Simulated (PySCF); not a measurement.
C4H4N2.
Atom-mapped SMILES: `[N:1]#[C:2][CH2:3][C:4]1=[N:5][CH2:6]1` (hydrogens: H7, H8 on C3; H9, H10 on C6)

The calculation used PySCF, PBE0-D3(BJ)/def2-SVP geometry optimisation, gas phase.

Q: List the bond lengths, angles and torsions at this level.

A: 
| bond | length (Å) |
| --- | --- |
| N1≡C2 | 1.156 |
| C2–C3 | 1.459 |
| C3–C4 | 1.483 |
| C4=N5 | 1.250 |
| N5–C6 | 1.526 |
| C4–C6 | 1.443 |
| C3–H7, C3–H8 | 1.103 |
| C6–H9, C6–H10 | 1.097 |

Bonds in one row agree within 0.01 Å and their mean is given. A selection of angles:
| angle | degrees |
| --- | --- |
| N1–C2–C3 | 179.8 |
| C2–C3–C4 | 112.5 |
| C2–C3–H7 | 108.4 |
| C2–C3–H8 | 110.1 |
| C4–C3–H7 | 108.8 |
| H7–C3–H8 | 107.4 |
| C3–C4–N5 | 139.6 |
| C3–C4–C6 | 151.8 |
| N5–C4–C6 | 68.6 |
| C4–N5–C6 | 61.7 |
| N5–C6–H9 | 116.7 |
| C4–C6–N5 | 49.7 |
| C4–C6–H9 | 120.9 |
| C4–C6–H10 | 120.5 |
| H9–C6–H10 | 115.5 |

Torsions: C2–C3–C4–N5 -137° (anticlinal); C3–C4–N5–C6 -179° (antiperiplanar); C3–C4–C6–N5 178° (antiperiplanar). The mirror-image conformer, all signs reversed, is as good.

The 3-membered ring C4–N5–C6 has internal angles of 49.7° to 68.6°. The C–C distances run from 1.443 Å (C4–C6, drawn single) to 1.483 Å (C3–C4, drawn single), a spread of 0.040 Å. The 3 C–N bonds span 1.156 Å (N1≡C2, drawn triple) to 1.526 Å (N5–C6, drawn single), a spread of 0.370 Å.

Point group: C1 (no symmetry element, even within 0.4 Å). PBE0-D3(BJ)/def2-SVP frequencies: not computed here. One conformer, not necessarily the lowest.
